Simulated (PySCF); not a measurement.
Level of theory: PySCF with PBE-D3(BJ)/def2-TZVP // PBE0-D3(BJ)/def2-TZVP. Isolated molecules, 0 K electronic values unless said otherwise. One relaxed conformer stands for a flexible species; it need not be the lowest. 

Reference species (SMILES): `C(=O)OC` (C–O–C–O torsion 0°) (neutral, multiplicity 1).

```
Property         Value
-------------  -------
HOMO–LUMO gap  5.56 eV
```

Changed species: `C(=C)(O)O` (O–C–O–H torsion -42°, O–C–O–H torsion -42°).

Task: Predict the effect on the HOMO–LUMO gap.

Result: the HOMO–LUMO gap decreases by 0.39 eV, to 5.17 eV.
